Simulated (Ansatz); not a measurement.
1T (CdI2-type) TiTe2 was calculated with PBEsol+SOC in Ansatz (PAW).

Settings: plane-wave cutoff 520 eV, 18×18×10 k mesh (along the axes of the cell as run), Fermi–Dirac smearing 0.05 eV, PAW data made under PBE.

Properties against volume:

Shape and atoms are relaxed at each volume.

```
V (Å³/atom)  P (GPa)  c (Å)  a (Å)
-----------  -------  -----  -----
24.454          1.72  6.322  3.661
24.964          0.77  6.382  3.681
25.473          0.00  6.449  3.699
25.983         -0.62  6.526  3.714
26.492         -1.09  6.615  3.725
```

Note: the cell comes from a level without a dispersion term, which matters for the spacing of layers, chains or molecules; the bulk modulus comes from volumes at which shape and atoms were relaxed.

Ansatz is a first-principles code.
